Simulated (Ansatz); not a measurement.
# Worked example: correlation energy of B–SiH–Cl⁺, triplet

Geometry: that of the B–SiH–Cl, doublet, kept fixed.

```xyz
4

B     0.0000   -0.7748    2.2980
Si    0.0000    0.4264    0.6909
Cl    0.0000   -0.1559   -1.2692
H     0.0000    1.9148    0.7450
```

Basis cc-pVDZ; Ansatz 0.2.0. Correlated methods freeze the noble-gas cores, which leaves 14 electrons in 44 orbitals. R marks a restricted (for open shells ROHF) determinant, U an unrestricted one.

Full CI isn't at hand for all of this; UCCSDT(Q) serves as the reference, and is uncertain by the last step of the cluster series or more.

UCCSD has a T1 diagnostic of 0.026 and a largest doubles amplitude of 0.05.

Runs differ by some tens of microhartree through their thresholds and, for an open shell, their frozen cores, so steps under 0.03 kcal/mol mean nothing.

| level | total energy (hartree) |
| --- | --- |
| UHF | -773.321261 |
| UMP2 | -773.560059 |
| UCCSD | -773.598544 |
| UCCSD(T) | -773.607413 |
| UCCSDT | -773.609184 |
| UCCSDT(Q) | -773.609921 |

What is the correlation energy at UCCSDT(Q), and what share of it do UMP2 and UCCSDT recover?

E(corr) = -773.609921 − (-773.321261) = -0.288660 hartree = -7.855 eV. UMP2: -0.238798 / -0.288660 = 82.73 %. UCCSDT: -0.287923 / -0.288660 = 99.74 %.

By how many kcal/mol does UCCSD(T) miss UCCSDT(Q) (1 hartree = 627.509 kcal/mol), and which steps make up the rest?

-773.607413 − (-773.609921) = 0.002508 hartree = 1.57 kcal/mol. Steps: UCCSDT − UCCSD(T) = -1.11, UCCSDT(Q) − UCCSDT = -0.46 kcal/mol. Differences between like states or geometries often cancel part of this.
